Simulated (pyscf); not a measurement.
`[NH2][SiH3]` + `[SiH2]` [singlet] -> `[SiH4]` + `[NH]=[SiH2]`, a concerted two-bond exchange (singlet surface; N–Si, H–N broken, H–Si, N–Si formed). PySCF, gas phase, ωB97X-D3(BJ)/def2-SVP geometries. MP2 and CC: frozen core, UHF for open shells. ΔMP2 is the change of the MP2 total energy from the triple- to the quadruple-zeta basis. Energies in eV from the separated reactants.

Small-basis levels: PySCF, no dispersion term, spherical d functions. AM1 to PM7: differences of heats of formation from MOPAC, which are fitted to 298 K values and so differ in kind from electronic energies by zero-point and thermal terms. Cost: rough CPU time at the saddle relative to B3LYP/6-31G*, from one job on a shared machine.

| level | barrier | reaction energy | cost |
|---|---|---|---|
| HF/STO-3G | 3.73 | +0.66 | 0.04 |
| HF/6-31G* | 2.85 | +0.21 | 0.08 |
| MP2/6-31G* | 1.31 | -0.38 | 0.10 |
| BP86/6-31G* | 0.75 | -0.37 | 1 |
| PBE/6-31G* | 0.65 | -0.36 | 2 |
| B3LYP/STO-3G | 1.13 | -0.47 | 0.6 |
| B3LYP/3-21G | 1.10 | +0.14 | 0.7 |
| M06-2X/6-31G* | 1.37 | -0.05 | 2 |
| PBE/def2-SVP | 0.65 | -0.32 | 2 |
| B3LYP/def2-SVP | 1.25 | -0.18 | 1 |
| PM3 | 0.10 | -0.83 | under 0.02 |
| PM7 | 0.84 | -0.95 | under 0.02 |
| CCSD(T)/def2-TZVPP + ΔMP2(QZVPP) | 1.17 | -0.20 | – |

Against the last row the barrier runs from -1.07 (PM3) to +2.56 eV (HF/STO-3G). CCSD(T)/def2-TZVPP + ΔMP2(QZVPP) has limits of its own. On the reactant side the descent ends in an adduct with a N–Si contact (not fully relaxed), 1.37 eV under the separated species and 2.85 eV under the saddle at ωB97X-D3(BJ)/def2-TZVP. What is counted as formed (N–Si) is already present as a longer contact in the reactant adduct; forming that adduct is a step of its own. At ωB97X-D3(BJ)/def2-TZVP the barrier from the zero used here is 1.48 eV. HN=SiH₂ lies 0.79 eV over its isomer H₂N–SiH: [singlet] (electronic energy, ωB97M-D3(BJ)/def2-TZVP). This is the saddle that the search found; another between the same sides may lie lower. A restricted solution here is unstable towards spin polarisation, so biradical character is likely and single-reference numbers are less safe. The CCSD(T) − MP2 part came from Ansatz, without density fitting, on the same reference.
